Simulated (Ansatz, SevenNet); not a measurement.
Voigt–Reuss–Hill shear modulus (GPa) along a series of related solids, from the machine-learned potential SevenNet-l3i5 (trained on PBE and PBE+U data); PBE (Ansatz, a first-principles code, plane waves, PAW); PBEsol (plane waves, PAW; Ansatz).

| solid | SevenNet-l3i5 | PBE | PBEsol |
|---|---|---|---|
| hcp Sc | 33.0 | 32.1 | 34.1 |
| hcp Ti | 17.1 | 47.4 | 47.2 |
| bcc Fe | 55.2 | 86.9 | 107 |
| hcp Co | 56.9 | 104 | 122 |
| fcc Ni | 85.8 | 98.6 | 113 |
| fcc Cu | 40.2 | 52.4 | 61.9 |
| hcp Zn | 16.9 | 41.8 | 52.2 |

Members of the series are missing where a level wasn't run or failed, where a doubt is noted on the run or the magnetic state, for phases of high temperature or layered ones, and where values are held back for tests.

Ansatz's runs of these crystals have no spin polarisation, but for bcc Fe, hcp Co, fcc Ni.

Density-functional runs with spin start from parallel moments for bcc Fe, parallel moments for hcp Co, parallel moments for fcc Ni.

Each level is taken at its own relaxed cell. Ansatz's density-functional and Hartree–Fock values are scalar-relativistic unless marked +SOC, with PAW data made under PBE.
